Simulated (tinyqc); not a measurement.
Inside a calculation (part 2 of 3). Method: UHF in the sto-3g basis, for LiH, spin multiplicity 3. This run ends on a higher stationary point, not on the lowest solution. Computed by tinyqc, a small Python program that keeps every step (integrals from PySCF). Command: `OMP_NUM_THREADS=1 python tinyqc.py 23609 23610 out.jsonl` (the two numbers bound the seeds that draw the settings). One thread of a shared host (Intel(R) Xeon(R) Processor @ 2.60GHz), about 0.1 s of CPU time with the checks.

Geometry (angstrom):
```
atom         x         y         z
Li    0.000000  0.000000  0.000000
H     0.000000  0.000000  1.818000
```

## Iteration 2: diagonalisation and new density

extrapolated F(alpha) (hartree), order 1Li 1s, 1Li 2s, 1Li 2px, 1Li 2py, 1Li 2pz, 2H 1s:
$$\begin{pmatrix}
-2.331636 & -0.651443 & 0.000000 & 0.000000 & 0.001551 & -0.116791 \\
-0.651443 & -0.231641 & 0.000000 & 0.000000 & -0.133142 & -0.296873 \\
0.000000 & 0.000000 & 0.090893 & 0.118180 & 0.000000 & 0.000000 \\
0.000000 & 0.000000 & 0.118180 & -0.022929 & 0.000000 & 0.000000 \\
0.001551 & -0.133142 & 0.000000 & 0.000000 & -0.006256 & -0.342678 \\
-0.116791 & -0.296873 & 0.000000 & 0.000000 & -0.342678 & -0.505050
\end{pmatrix}$$

extrapolated F(beta) (hartree), order 1Li 1s, 1Li 2s, 1Li 2px, 1Li 2py, 1Li 2pz, 2H 1s:
$$\begin{pmatrix}
-2.319110 & -0.636506 & 0.000000 & 0.000000 & -0.000074 & -0.115525 \\
-0.636506 & -0.076499 & 0.000000 & 0.000000 & -0.017205 & -0.072065 \\
0.000000 & 0.000000 & 0.202553 & -0.015199 & 0.000000 & 0.000000 \\
0.000000 & 0.000000 & -0.015199 & 0.217191 & 0.000000 & 0.000000 \\
-0.000074 & -0.017205 & 0.000000 & 0.000000 & 0.164554 & -0.042680 \\
-0.115525 & -0.072065 & 0.000000 & 0.000000 & -0.042680 & 0.161796
\end{pmatrix}$$

X, order 1Li 1s, 1Li 2s, 1Li 2px, 1Li 2py, 1Li 2pz, 2H 1s:
$$\begin{pmatrix}
0.216034 & 0.785769 & 0.000000 & 0.000000 & 0.605715 & 0.183221 \\
-0.711554 & -0.613699 & 0.000000 & 0.000000 & 0.477042 & 0.371148 \\
0.000000 & 0.000000 & 0.279586 & 0.960121 & 0.000000 & 0.000000 \\
0.000000 & 0.000000 & 0.960121 & -0.279586 & 0.000000 & 0.000000 \\
-0.850730 & 0.463655 & 0.000000 & 0.000000 & -0.471662 & 0.407808 \\
1.072682 & -0.197624 & 0.000000 & 0.000000 & -0.179616 & 0.532724
\end{pmatrix}$$

Diagonalise F' = X^T F X, C = X C', fill 3 alpha and 1 beta electrons from the bottom; D(s) = C_occ C_occ^T. Each column has its largest component positive (the first on a tie).

F' = X^T F X (alpha) (hartree):
$$\begin{pmatrix}
0.251245 & -0.131103 & 0.000000 & 0.000000 & -0.049849 & -0.240943 \\
-0.131103 & -0.815695 & 0.000000 & 0.000000 & -1.106327 & -0.319482 \\
0.000000 & 0.000000 & 0.049416 & 0.130258 & 0.000000 & 0.000000 \\
0.000000 & 0.000000 & 0.130258 & 0.018548 & 0.000000 & 0.000000 \\
-0.049849 & -1.106327 & 0.000000 & 0.000000 & -1.225074 & -0.434276 \\
-0.240943 & -0.319482 & 0.000000 & 0.000000 & -0.434276 & -0.672311
\end{pmatrix}$$

orbital energies (alpha) (hartree): MO1 -2.335355, MO2 -0.541870, MO3 -0.097187, MO4 0.080785, MO5 0.165151, MO6 0.334605

coefficients C (alpha), order 1Li 1s, 1Li 2s, 1Li 2px, 1Li 2py, 1Li 2pz, 2H 1s:
$$\begin{pmatrix}
0.989113 & -0.102422 & 0.000000 & -0.258441 & 0.000000 & -0.094538 \\
0.042080 & 0.204266 & 0.000000 & 0.975712 & 0.000000 & 0.502738 \\
0.000000 & 0.000000 & -0.532037 & 0.000000 & 0.846721 & 0.000000 \\
0.000000 & 0.000000 & 0.846721 & 0.000000 & 0.532037 & 0.000000 \\
0.002307 & 0.188656 & 0.000000 & -0.344404 & 0.000000 & 1.083180 \\
-0.001747 & 0.819059 & 0.000000 & -0.263787 & 0.000000 & -0.874823
\end{pmatrix}$$

F' = X^T F X (beta) (hartree):
$$\begin{pmatrix}
0.467547 & -0.172820 & 0.000000 & 0.000000 & -0.134249 & -0.030550 \\
-0.172820 & -0.769175 & 0.000000 & 0.000000 & -1.093837 & -0.437551 \\
0.000000 & 0.000000 & 0.207887 & -0.016752 & 0.000000 & 0.000000 \\
0.000000 & 0.000000 & -0.016752 & 0.211857 & 0.000000 & 0.000000 \\
-0.134249 & -1.093837 & 0.000000 & 0.000000 & -1.156242 & -0.550261 \\
-0.030550 & -0.437551 & 0.000000 & 0.000000 & -0.550261 & -0.176488
\end{pmatrix}$$

orbital energies (beta) (hartree): MO1 -2.321746, MO2 0.047407, MO3 0.147052, MO4 0.193003, MO5 0.226741, MO6 0.492930

coefficients C (beta), order 1Li 1s, 1Li 2s, 1Li 2px, 1Li 2py, 1Li 2pz, 2H 1s:
$$\begin{pmatrix}
0.991184 & -0.186300 & -0.192651 & 0.000000 & 0.000000 & 0.101471 \\
0.034864 & 0.596357 & 0.746144 & 0.000000 & 0.000000 & -0.578505 \\
0.000000 & 0.000000 & 0.000000 & 0.846721 & -0.532037 & 0.000000 \\
0.000000 & 0.000000 & 0.000000 & 0.532037 & 0.846721 & 0.000000 \\
0.001593 & 0.343796 & -0.638042 & 0.000000 & 0.000000 & -0.895653 \\
-0.003160 & 0.463475 & -0.215631 & 0.000000 & 0.000000 & 1.115547
\end{pmatrix}$$

D(alpha) after iteration 2, order 1Li 1s, 1Li 2s, 1Li 2px, 1Li 2py, 1Li 2pz, 2H 1s:
$$\begin{pmatrix}
0.988836 & 0.020700 & 0.000000 & 0.000000 & -0.017041 & -0.085618 \\
0.020700 & 0.043495 & 0.000000 & 0.000000 & 0.038633 & 0.167232 \\
0.000000 & 0.000000 & 0.283063 & -0.450487 & 0.000000 & 0.000000 \\
0.000000 & 0.000000 & -0.450487 & 0.716937 & 0.000000 & 0.000000 \\
-0.017041 & 0.038633 & 0.000000 & 0.000000 & 0.035596 & 0.154516 \\
-0.085618 & 0.167232 & 0.000000 & 0.000000 & 0.154516 & 0.670860
\end{pmatrix}$$

D(beta) after iteration 2, order 1Li 1s, 1Li 2s, 1Li 2px, 1Li 2py, 1Li 2pz, 2H 1s:
$$\begin{pmatrix}
0.982446 & 0.034556 & 0.000000 & 0.000000 & 0.001579 & -0.003132 \\
0.034556 & 0.001215 & 0.000000 & 0.000000 & 0.000056 & -0.000110 \\
0.000000 & 0.000000 & 0.000000 & 0.000000 & 0.000000 & 0.000000 \\
0.000000 & 0.000000 & 0.000000 & 0.000000 & 0.000000 & 0.000000 \\
0.001579 & 0.000056 & 0.000000 & 0.000000 & 0.000003 & -0.000005 \\
-0.003132 & -0.000110 & 0.000000 & 0.000000 & -0.000005 & 0.000010
\end{pmatrix}$$

## Iteration 3: building the Fock matrix

core Hamiltonian H = T + V (hartree), order 1Li 1s, 1Li 2s, 1Li 2px, 1Li 2py, 1Li 2pz, 2H 1s:
$$\begin{pmatrix}
-4.697172 & -1.054769 & 0.000000 & 0.000000 & -0.012474 & -0.186951 \\
-1.054769 & -1.372544 & 0.000000 & 0.000000 & -0.109609 & -0.566517 \\
0.000000 & 0.000000 & -1.116388 & 0.000000 & 0.000000 & 0.000000 \\
0.000000 & 0.000000 & 0.000000 & -1.116388 & 0.000000 & 0.000000 \\
-0.012474 & -0.109609 & 0.000000 & 0.000000 & -1.203446 & -0.725948 \\
-0.186951 & -0.566517 & 0.000000 & 0.000000 & -0.725948 & -1.338987
\end{pmatrix}$$

Two-electron integrals (ij|kl) in chemists' order, unique and non-zero (hartree):
```
(11|11) 1.680395   (21|11) 0.265420   (21|21) 0.049941   (22|11) 0.397727
(22|21) 0.092860   (22|22) 0.290562   (31|31) 0.008981   (32|31) 0.013788
(32|32) 0.064184   (33|11) 0.396640   (33|21) 0.092880   (33|22) 0.290497
(33|33) 0.312946   (41|41) 0.008981   (42|41) 0.013788   (42|42) 0.064184
(43|43) 0.016869   (44|11) 0.396640   (44|21) 0.092880   (44|22) 0.290497
(44|33) 0.279207   (44|44) 0.312946   (51|51) 0.008981   (52|51) 0.013788
(52|52) 0.064184   (53|53) 0.016869   (54|54) 0.016869   (55|11) 0.396640
(55|21) 0.092880   (55|22) 0.290497   (55|33) 0.279207   (55|44) 0.279207
(55|55) 0.312946   (61|11) 0.044165   (61|21) 0.008362   (61|22) 0.015880
(61|33) 0.015695   (61|44) 0.015695   (61|51) 0.001007   (61|52) 0.001964
(61|55) 0.016256   (61|61) 0.001535   (62|11) 0.119048   (62|21) 0.028203
(62|22) 0.095270   (62|33) 0.090132   (62|44) 0.090132   (62|51) 0.004525
(62|52) 0.028971   (62|55) 0.105452   (62|61) 0.005667   (62|62) 0.054323
(63|31) 0.002089   (63|32) 0.010149   (63|53) 0.004292   (63|63) 0.003567
(64|41) 0.002089   (64|42) 0.010149   (64|54) 0.004292   (64|64) 0.003567
(65|11) 0.152160   (65|21) 0.036381   (65|22) 0.127207   (65|33) 0.118505
(65|44) 0.118505   (65|51) 0.006991   (65|52) 0.044466   (65|55) 0.144475
(65|61) 0.007558   (65|62) 0.078950   (65|65) 0.116026   (66|11) 0.290658
(66|21) 0.069948   (66|22) 0.260720   (66|33) 0.237858   (66|44) 0.237858
(66|51) 0.012154   (66|52) 0.097892   (66|55) 0.306257   (66|61) 0.014516
(66|62) 0.188556   (66|65) 0.283733   (66|66) 0.774606
```

nuclear repulsion = 0.87322972 hartree

J_ij = sum D_kl (ij|kl) with D = D(alpha) + D(beta), K_ij = sum D_kl (ik|jl) for each spin; F = H + J - K(s); E = tr D H + tr D J / 2 - 0.5 sum_s tr D(s) K(s) + E_nn.

Coulomb J (hartree), order 1Li 1s, 1Li 2s, 1Li 2px, 1Li 2py, 1Li 2pz, 2H 1s:
$$\begin{pmatrix}
4.044374 & 0.695187 & 0.000000 & 0.000000 & 0.012437 & 0.118787 \\
0.695187 & 1.351367 & 0.000000 & 0.000000 & 0.093289 & 0.506086 \\
0.000000 & 0.000000 & 1.327371 & -0.015199 & 0.000000 & 0.000000 \\
0.000000 & 0.000000 & -0.015199 & 1.342009 & 0.000000 & 0.000000 \\
0.012437 & 0.093289 & 0.000000 & 0.000000 & 1.377955 & 0.687782 \\
0.118787 & 0.506086 & 0.000000 & 0.000000 & 0.687782 & 1.516102
\end{pmatrix}$$

exchange K(alpha) (hartree), order 1Li 1s, 1Li 2s, 1Li 2px, 1Li 2py, 1Li 2pz, 2H 1s:
$$\begin{pmatrix}
1.680671 & 0.291310 & 0.000000 & 0.000000 & -0.000830 & 0.049257 \\
0.291310 & 0.204767 & 0.000000 & 0.000000 & 0.110630 & 0.230468 \\
0.000000 & 0.000000 & 0.120277 & -0.133378 & 0.000000 & 0.000000 \\
0.000000 & 0.000000 & -0.133378 & 0.248737 & 0.000000 & 0.000000 \\
-0.000830 & 0.110630 & 0.000000 & 0.000000 & 0.176412 & 0.300701 \\
0.049257 & 0.230468 & 0.000000 & 0.000000 & 0.300701 & 0.685569
\end{pmatrix}$$

exchange K(beta) (hartree), order 1Li 1s, 1Li 2s, 1Li 2px, 1Li 2py, 1Li 2pz, 2H 1s:
$$\begin{pmatrix}
1.669024 & 0.275940 & 0.000000 & 0.000000 & 0.000162 & 0.047148 \\
0.275940 & 0.055639 & 0.000000 & 0.000000 & 0.000043 & 0.009654 \\
0.000000 & 0.000000 & 0.009839 & 0.000000 & 0.000000 & 0.000000 \\
0.000000 & 0.000000 & 0.000000 & 0.009839 & 0.000000 & 0.000000 \\
0.000162 & 0.000043 & 0.000000 & 0.000000 & 0.009802 & 0.001214 \\
0.047148 & 0.009654 & 0.000000 & 0.000000 & 0.001214 & 0.001871
\end{pmatrix}$$

F(alpha) (hartree), order 1Li 1s, 1Li 2s, 1Li 2px, 1Li 2py, 1Li 2pz, 2H 1s:
$$\begin{pmatrix}
-2.333469 & -0.650892 & 0.000000 & 0.000000 & 0.000793 & -0.117422 \\
-0.650892 & -0.225944 & 0.000000 & 0.000000 & -0.126949 & -0.290899 \\
0.000000 & 0.000000 & 0.090705 & 0.118180 & 0.000000 & 0.000000 \\
0.000000 & 0.000000 & 0.118180 & -0.023116 & 0.000000 & 0.000000 \\
0.000793 & -0.126949 & 0.000000 & 0.000000 & -0.001903 & -0.338868 \\
-0.117422 & -0.290899 & 0.000000 & 0.000000 & -0.338868 & -0.508454
\end{pmatrix}$$

F(beta) (hartree), order 1Li 1s, 1Li 2s, 1Li 2px, 1Li 2py, 1Li 2pz, 2H 1s:
$$\begin{pmatrix}
-2.321822 & -0.635522 & 0.000000 & 0.000000 & -0.000200 & -0.115312 \\
-0.635522 & -0.076815 & 0.000000 & 0.000000 & -0.016362 & -0.070085 \\
0.000000 & 0.000000 & 0.201143 & -0.015199 & 0.000000 & 0.000000 \\
0.000000 & 0.000000 & -0.015199 & 0.215782 & 0.000000 & 0.000000 \\
-0.000200 & -0.016362 & 0.000000 & 0.000000 & 0.164707 & -0.039381 \\
-0.115312 & -0.070085 & 0.000000 & 0.000000 & -0.039381 & 0.175245
\end{pmatrix}$$

total energy of this density = -7.71793356 hartree

## Iteration 3: DIIS over 3 matrices

error matrix X^T (FDS - SDF) X (alpha):
$$\begin{pmatrix}
0.000000 & 0.002430 & 0.000000 & 0.000000 & 0.001654 & -0.010893 \\
-0.002430 & 0.000000 & 0.000000 & 0.000000 & -0.000557 & -0.001326 \\
0.000000 & 0.000000 & 0.000000 & 0.000000 & 0.000000 & 0.000000 \\
0.000000 & 0.000000 & 0.000000 & 0.000000 & 0.000000 & 0.000000 \\
-0.001654 & 0.000557 & 0.000000 & 0.000000 & 0.000000 & 0.001982 \\
0.010893 & 0.001326 & 0.000000 & 0.000000 & -0.001982 & 0.000000
\end{pmatrix}$$

B (overlaps of the stored error matrices):
$$\begin{pmatrix}
8.4180938e-02 & 1.8497247e-02 & 2.0063609e-03 \\
1.8497247e-02 & 5.4336490e-03 & 9.9202811e-04 \\
2.0063609e-03 & 9.9202811e-04 & 2.7269761e-04
\end{pmatrix}$$

Minimise |sum c_i e_i|^2 with sum c_i = 1: solve [B -1; -1 0][c; lambda] = [0; -1] with B_ij = tr e_i^T e_j summed over both spins, and take F = sum c_i F_i.

DIIS coefficients: [0.096518, -0.602201, 1.505683]

extrapolated F(alpha) (hartree), order 1Li 1s, 1Li 2s, 1Li 2px, 1Li 2py, 1Li 2pz, 2H 1s:
$$\begin{pmatrix}
-2.335272 & -0.651163 & 0.000000 & 0.000000 & 0.000597 & -0.117665 \\
-0.651163 & -0.222867 & 0.000000 & 0.000000 & -0.123038 & -0.287654 \\
0.000000 & 0.000000 & 0.090501 & 0.118180 & 0.000000 & 0.000000 \\
0.000000 & 0.000000 & 0.118180 & -0.023321 & 0.000000 & 0.000000 \\
0.000597 & -0.123038 & 0.000000 & 0.000000 & 0.000887 & -0.336748 \\
-0.117665 & -0.287654 & 0.000000 & 0.000000 & -0.336748 & -0.511137
\end{pmatrix}$$

extrapolated F(beta) (hartree), order 1Li 1s, 1Li 2s, 1Li 2px, 1Li 2py, 1Li 2pz, 2H 1s:
$$\begin{pmatrix}
-2.324112 & -0.635677 & 0.000000 & 0.000000 & -0.000247 & -0.115338 \\
-0.635677 & -0.077373 & 0.000000 & 0.000000 & -0.015770 & -0.068832 \\
0.000000 & 0.000000 & 0.200151 & -0.015199 & 0.000000 & 0.000000 \\
0.000000 & 0.000000 & -0.015199 & 0.214789 & 0.000000 & 0.000000 \\
-0.000247 & -0.015770 & 0.000000 & 0.000000 & 0.164755 & -0.037193 \\
-0.115338 & -0.068832 & 0.000000 & 0.000000 & -0.037193 & 0.184084
\end{pmatrix}$$

## Iteration 3: diagonalisation and new density

As before.

F' = X^T F X (alpha) (hartree):
$$\begin{pmatrix}
0.240877 & -0.128652 & 0.000000 & 0.000000 & -0.046209 & -0.255622 \\
-0.128652 & -0.818632 & 0.000000 & 0.000000 & -1.106723 & -0.324177 \\
0.000000 & 0.000000 & 0.049024 & 0.130258 & 0.000000 & 0.000000 \\
0.000000 & 0.000000 & 0.130258 & 0.018156 & 0.000000 & 0.000000 \\
-0.046209 & -1.106723 & 0.000000 & 0.000000 & -1.227243 & -0.434236 \\
-0.255622 & -0.324177 & 0.000000 & 0.000000 & -0.434236 & -0.662759
\end{pmatrix}$$

orbital energies (alpha) (hartree): MO1 -2.338874, MO2 -0.539935, MO3 -0.097579, MO4 0.078553, MO5 0.164759, MO6 0.332500

coefficients C (alpha), order 1Li 1s, 1Li 2s, 1Li 2px, 1Li 2py, 1Li 2pz, 2H 1s:
$$\begin{pmatrix}
0.989331 & -0.096988 & 0.000000 & -0.258995 & 0.000000 & -0.096456 \\
0.041231 & 0.181053 & 0.000000 & 0.977998 & 0.000000 & 0.507243 \\
0.000000 & 0.000000 & -0.532037 & 0.000000 & 0.846721 & 0.000000 \\
0.000000 & 0.000000 & 0.846721 & 0.000000 & 0.532037 & 0.000000 \\
0.002363 & 0.173073 & 0.000000 & -0.342832 & 0.000000 & 1.086276 \\
-0.001388 & 0.838988 & 0.000000 & -0.251376 & 0.000000 & -0.859457
\end{pmatrix}$$

F' = X^T F X (beta) (hartree):
$$\begin{pmatrix}
0.479345 & -0.176928 & 0.000000 & 0.000000 & -0.138842 & -0.018716 \\
-0.176928 & -0.773701 & 0.000000 & 0.000000 & -1.094406 & -0.440724 \\
0.000000 & 0.000000 & 0.205485 & -0.016752 & 0.000000 & 0.000000 \\
0.000000 & 0.000000 & -0.016752 & 0.209455 & 0.000000 & 0.000000 \\
-0.138842 & -1.094406 & 0.000000 & 0.000000 & -1.157245 & -0.554003 \\
-0.018716 & -0.440724 & 0.000000 & 0.000000 & -0.554003 & -0.166196
\end{pmatrix}$$

orbital energies (beta) (hartree): MO1 -2.326607, MO2 0.055130, MO3 0.146483, MO4 0.190601, MO5 0.224339, MO6 0.507196

coefficients C (beta), order 1Li 1s, 1Li 2s, 1Li 2px, 1Li 2py, 1Li 2pz, 2H 1s:
$$\begin{pmatrix}
0.991441 & -0.197392 & -0.181278 & 0.000000 & 0.000000 & 0.098921 \\
0.033909 & 0.646824 & 0.707683 & 0.000000 & 0.000000 & -0.572634 \\
0.000000 & 0.000000 & 0.000000 & 0.846721 & -0.532037 & 0.000000 \\
0.000000 & 0.000000 & 0.000000 & 0.532037 & 0.846721 & 0.000000 \\
0.001609 & 0.335485 & -0.667332 & 0.000000 & 0.000000 & -0.877271 \\
-0.003081 & 0.423284 & -0.220923 & 0.000000 & 0.000000 & 1.130386
\end{pmatrix}$$

D(alpha) after iteration 3, order 1Li 1s, 1Li 2s, 1Li 2px, 1Li 2py, 1Li 2pz, 2H 1s:
$$\begin{pmatrix}
0.988183 & 0.023231 & 0.000000 & 0.000000 & -0.014448 & -0.082745 \\
0.023231 & 0.034480 & 0.000000 & 0.000000 & 0.031433 & 0.151844 \\
0.000000 & 0.000000 & 0.283063 & -0.450487 & 0.000000 & 0.000000 \\
0.000000 & 0.000000 & -0.450487 & 0.716937 & 0.000000 & 0.000000 \\
-0.014448 & 0.031433 & 0.000000 & 0.000000 & 0.029960 & 0.145203 \\
-0.082745 & 0.151844 & 0.000000 & 0.000000 & 0.145203 & 0.703903
\end{pmatrix}$$

D(beta) after iteration 3, order 1Li 1s, 1Li 2s, 1Li 2px, 1Li 2py, 1Li 2pz, 2H 1s:
$$\begin{pmatrix}
0.982954 & 0.033619 & 0.000000 & 0.000000 & 0.001595 & -0.003055 \\
0.033619 & 0.001150 & 0.000000 & 0.000000 & 0.000055 & -0.000104 \\
0.000000 & 0.000000 & 0.000000 & 0.000000 & 0.000000 & 0.000000 \\
0.000000 & 0.000000 & 0.000000 & 0.000000 & 0.000000 & 0.000000 \\
0.001595 & 0.000055 & 0.000000 & 0.000000 & 0.000003 & -0.000005 \\
-0.003055 & -0.000104 & 0.000000 & 0.000000 & -0.000005 & 0.000009
\end{pmatrix}$$

## Iteration 6 (converged): orbitals

converged F(alpha) (hartree), order 1Li 1s, 1Li 2s, 1Li 2px, 1Li 2py, 1Li 2pz, 2H 1s:
$$\begin{pmatrix}
-2.335150 & -0.651221 & 0.000000 & 0.000000 & 0.000604 & -0.117575 \\
-0.651221 & -0.222357 & 0.000000 & 0.000000 & -0.122836 & -0.287317 \\
0.000000 & 0.000000 & 0.090584 & 0.118180 & 0.000000 & 0.000000 \\
0.000000 & 0.000000 & 0.118180 & -0.023238 & 0.000000 & 0.000000 \\
0.000604 & -0.122836 & 0.000000 & 0.000000 & 0.000590 & -0.337291 \\
-0.117575 & -0.287317 & 0.000000 & 0.000000 & -0.337291 & -0.511552
\end{pmatrix}$$

converged F(beta) (hartree), order 1Li 1s, 1Li 2s, 1Li 2px, 1Li 2py, 1Li 2pz, 2H 1s:
$$\begin{pmatrix}
-2.324130 & -0.635683 & 0.000000 & 0.000000 & -0.000228 & -0.115300 \\
-0.635683 & -0.077294 & 0.000000 & 0.000000 & -0.015678 & -0.068679 \\
0.000000 & 0.000000 & 0.200146 & -0.015199 & 0.000000 & 0.000000 \\
0.000000 & 0.000000 & -0.015199 & 0.214784 & 0.000000 & 0.000000 \\
-0.000228 & -0.015678 & 0.000000 & 0.000000 & 0.164856 & -0.036978 \\
-0.115300 & -0.068679 & 0.000000 & 0.000000 & -0.036978 & 0.184766
\end{pmatrix}$$

As before.

F' = X^T F X (alpha) (hartree):
$$\begin{pmatrix}
0.241229 & -0.128593 & 0.000000 & 0.000000 & -0.045942 & -0.255964 \\
-0.128593 & -0.818345 & 0.000000 & 0.000000 & -1.106686 & -0.324502 \\
0.000000 & 0.000000 & 0.049107 & 0.130258 & 0.000000 & 0.000000 \\
0.000000 & 0.000000 & 0.130258 & 0.018239 & 0.000000 & 0.000000 \\
-0.045942 & -1.106686 & 0.000000 & 0.000000 & -1.227460 & -0.433783 \\
-0.255964 & -0.324502 & 0.000000 & 0.000000 & -0.433783 & -0.662882
\end{pmatrix}$$

orbital energies (alpha) (hartree): MO1 -2.338759, MO2 -0.540274, MO3 -0.097496, MO4 0.078635, MO5 0.164842, MO6 0.332939

coefficients C (alpha), order 1Li 1s, 1Li 2s, 1Li 2px, 1Li 2py, 1Li 2pz, 2H 1s:
$$\begin{pmatrix}
0.989321 & -0.096673 & 0.000000 & -0.259079 & 0.000000 & -0.096651 \\
0.041282 & 0.180007 & 0.000000 & 0.977883 & 0.000000 & 0.507831 \\
0.000000 & 0.000000 & -0.532037 & 0.000000 & 0.846721 & 0.000000 \\
0.000000 & 0.000000 & 0.846721 & 0.000000 & 0.532037 & 0.000000 \\
0.002384 & 0.173398 & 0.000000 & -0.343298 & 0.000000 & 1.086077 \\
-0.001464 & 0.839281 & 0.000000 & -0.249979 & 0.000000 & -0.859579
\end{pmatrix}$$

F' = X^T F X (beta) (hartree):
$$\begin{pmatrix}
0.479739 & -0.176975 & 0.000000 & 0.000000 & -0.138934 & -0.018429 \\
-0.176975 & -0.773681 & 0.000000 & 0.000000 & -1.094395 & -0.440808 \\
0.000000 & 0.000000 & 0.205480 & -0.016752 & 0.000000 & 0.000000 \\
0.000000 & 0.000000 & -0.016752 & 0.209450 & 0.000000 & 0.000000 \\
-0.138934 & -1.094395 & 0.000000 & 0.000000 & -1.157242 & -0.554103 \\
-0.018429 & -0.440808 & 0.000000 & 0.000000 & -0.554103 & -0.165785
\end{pmatrix}$$

orbital energies (beta) (hartree): MO1 -2.326625, MO2 0.055473, MO3 0.146539, MO4 0.190596, MO5 0.224334, MO6 0.507645

coefficients C (beta), order 1Li 1s, 1Li 2s, 1Li 2px, 1Li 2py, 1Li 2pz, 2H 1s:
$$\begin{pmatrix}
0.991440 & -0.197678 & -0.180986 & 0.000000 & 0.000000 & 0.098889 \\
0.033914 & 0.648094 & 0.706590 & 0.000000 & 0.000000 & -0.572546 \\
0.000000 & 0.000000 & 0.000000 & 0.846721 & -0.532037 & 0.000000 \\
0.000000 & 0.000000 & 0.000000 & 0.532037 & 0.846721 & 0.000000 \\
0.001608 & 0.335131 & -0.668143 & 0.000000 & 0.000000 & -0.876789 \\
-0.003099 & 0.422320 & -0.221000 & 0.000000 & 0.000000 & 1.130732
\end{pmatrix}$$

D(alpha) after iteration 6, order 1Li 1s, 1Li 2s, 1Li 2px, 1Li 2py, 1Li 2pz, 2H 1s:
$$\begin{pmatrix}
0.988102 & 0.023439 & 0.000000 & 0.000000 & -0.014405 & -0.082584 \\
0.023439 & 0.034107 & 0.000000 & 0.000000 & 0.031311 & 0.151016 \\
0.000000 & 0.000000 & 0.283063 & -0.450487 & 0.000000 & 0.000000 \\
0.000000 & 0.000000 & -0.450487 & 0.716937 & 0.000000 & 0.000000 \\
-0.014405 & 0.031311 & 0.000000 & 0.000000 & 0.030073 & 0.145527 \\
-0.082584 & 0.151016 & 0.000000 & 0.000000 & 0.145527 & 0.704394
\end{pmatrix}$$

D(beta) after iteration 6, order 1Li 1s, 1Li 2s, 1Li 2px, 1Li 2py, 1Li 2pz, 2H 1s:
$$\begin{pmatrix}
0.982953 & 0.033624 & 0.000000 & 0.000000 & 0.001594 & -0.003072 \\
0.033624 & 0.001150 & 0.000000 & 0.000000 & 0.000055 & -0.000105 \\
0.000000 & 0.000000 & 0.000000 & 0.000000 & 0.000000 & 0.000000 \\
0.000000 & 0.000000 & 0.000000 & 0.000000 & 0.000000 & 0.000000 \\
0.001594 & 0.000055 & 0.000000 & 0.000000 & 0.000003 & -0.000005 \\
-0.003072 & -0.000105 & 0.000000 & 0.000000 & -0.000005 & 0.000010
\end{pmatrix}$$
